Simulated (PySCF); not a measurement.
CH2Cl2, SMILES ClCCl.

Coordinates come from a PBE0-D3(BJ)/def2-TZVP optimisation.

All values below come from HF/def2-TZVPD (PySCF).

Symmetry labels are those of the subgroup C2v that the program uses (full group C2v).

Computed valence orbital energies around the gap with their symmetry:
```tsv
orbital	symmetry	energy (eV)
HOMO−7	A1	-24.35
HOMO−6	B2	-18.42
HOMO−5	A1	-16.83
HOMO−4	B1	-16.00
HOMO−3	A2	-12.91
HOMO−2	A1	-12.81
HOMO−1	B1	-12.20
HOMO	B2	-12.12
LUMO	A1	1.75
LUMO+1	B1	1.83
LUMO+2	A1	1.92
LUMO+3	B2	2.26
```
